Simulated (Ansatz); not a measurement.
Basis-set extrapolation for C3H2F2O (`FC1(F)C=CO1`) (PBE0-D4/def2-TZVP geometry, frozen core, Ansatz 0.2.0). Multiplicity 1, RHF reference.

```json
{"": "HF", "def2-TZVPP": "-388.601155", "def2-QZVPP": "-388.617939"}
{"": "MP2 correlation", "def2-TZVPP": "-1.188833", "def2-QZVPP": "-1.286261"}
{"": "CCSD(T) correlation", "def2-TZVPP": "-1.249269", "def2-QZVPP": "not run"}
```

Energies in hartree. Use E(X) = E(∞) + A·exp(−7.88·√X) for Hartree–Fock and E(X) = E(∞) + B·X^(−2.97) for correlation, with X = 3 and 4, and add CCSD(T) minus MP2 of the smaller set to the MP2 limit.

Question: What is the CCSD(T) energy at the basis-set limit?

Answer: HF limit: -388.617939 + (-0.016784) × 0.13774 = -388.62025. MP2 limit: -1.286261 + (-0.097428) × 0.74074 = -1.35843. Higher-order term: -1.249269 − (-1.188833) = -0.06044. Total: -390.03912 hartree, 118.4 kcal/mol below CCSD(T)/def2-TZVPP.
